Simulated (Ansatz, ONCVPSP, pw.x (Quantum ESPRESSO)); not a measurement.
What a changed setting does to a pw.x run (bcc Li)

Potential: optimised norm-conserving Vanderbilt (ONCV), ONCVPSP 4.0.1, LDA (Perdew-Wang 92); core none, reference 1s2 2s1; waves: 1s+2s: rc 1.00 bohr, ncon 4, nbas 9, qcut 10.3 1/bohr, 2 projectors; p scattering state at 0.29 Ha: rc 1.00 bohr, ncon 4, nbas 7, qcut 8.8 1/bohr, 2 projectors, debl 1.4 Ha; d scattering state at 0.42 Ha: rc 0.80 bohr, ncon 4, nbas 7, qcut 13.2 1/bohr, local; local part: the d channel; core correction: none.

The reference run (k-mesh 14³, cutoffs 120/480 Ry, Fermi–Dirac 0.01 Ry, mixing_beta 0.4, conv_thr 1e-9, no spin) gives -0.01 GPa at 19.087 Å³/atom, where all-electron LAPW gives -0.02 GPa. This run, with its own iteration cap, changes mixing_mode to local-TF.

```
&control
  calculation='scf', prefix='x', pseudo_dir='./', outdir='./tmp', tstress=.true., disk_io='none'
/
&system
  ibrav=0, nat=1, ntyp=1, ecutwfc=120, ecutrho=480, nbnd=8,
  occupations='smearing', smearing='fd', degauss=0.01
/
&electrons
  conv_thr=1e-09, mixing_beta=0.4, electron_maxstep=50, mixing_mode='local-TF'
/
ATOMIC_SPECIES
Li 1.0 Li.UPF
CELL_PARAMETERS angstrom
  -1.68354952 1.68354952 1.68354952
  1.68354952 -1.68354952 1.68354952
  1.68354952 1.68354952 -1.68354952
ATOMIC_POSITIONS crystal
Li 0.0000 0.0000 0.0000
K_POINTS automatic
14 14 14 0 0 0
```

```bash
pw.x < Li.scf.in > Li.scf.out
```

Problem. How does the run end?

Solution. It converges in 6 iterations; the free energy moves by +0.0 meV/atom and the pressure by +0.00 GPa. The result is that of the reference run.

```
Message from routine setup:
     using ibrav=0 with symmetry is DISCOURAGED, use correct ibrav instead
     lattice parameter (alat)  =       5.5104  a.u.
     unit-cell volume          =     128.8055 (a.u.)^3
     number of electrons       =         3.00
     number of Kohn-Sham states=            8
     kinetic-energy cutoff     =     120.0000  Ry
     charge density cutoff     =     480.0000  Ry
     scf convergence threshold =      1.0E-09
     Exchange-correlation= SLA  PW   NOGX NOGC
     number of k points=   104  Fermi-Dirac smearing, width (Ry)=  0.0100
     iteration #  1     ecut=   120.00 Ry     beta= 0.40
     total energy              =     -14.55299250 Ry
     estimated scf accuracy    <       0.00034739 Ry
     iteration #  2     ecut=   120.00 Ry     beta= 0.40
     total energy              =     -14.55288568 Ry
     estimated scf accuracy    <       0.00019694 Ry
     iteration #  3     ecut=   120.00 Ry     beta= 0.40
     total energy              =     -14.55290122 Ry
     estimated scf accuracy    <       0.00000329 Ry
     iteration #  4     ecut=   120.00 Ry     beta= 0.40
     total energy              =     -14.55290139 Ry
     estimated scf accuracy    <       0.00000004 Ry
     iteration #  5     ecut=   120.00 Ry     beta= 0.40
     total energy              =     -14.55290140 Ry
     estimated scf accuracy    <          1.1E-09 Ry
     iteration #  6     ecut=   120.00 Ry     beta= 0.40
     the Fermi energy is     0.9827 ev
!    total energy              =     -14.55290140 Ry
     estimated scf accuracy    <          1.0E-10 Ry
     smearing contrib. (-TS)   =      -0.00220696 Ry
     The total energy is F=E-TS. E is the sum of the following terms:
     one-electron contribution =      -9.95244989 Ry
     hartree contribution      =       3.86801145 Ry
     xc contribution           =      -3.31874045 Ry
     ewald contribution        =      -5.14751555 Ry
     convergence has been achieved in   6 iterations
          total   stress  (Ry/bohr**3)                   (kbar)     P=       -0.13
     Message from routine punch:
     Nothing written, as per user request (disk_io='none')
```

The run took about 11 s on one core of a shared host (AMD EPYC 9R45 96-Core Processor, 96 threads, 376 GiB, load 56).
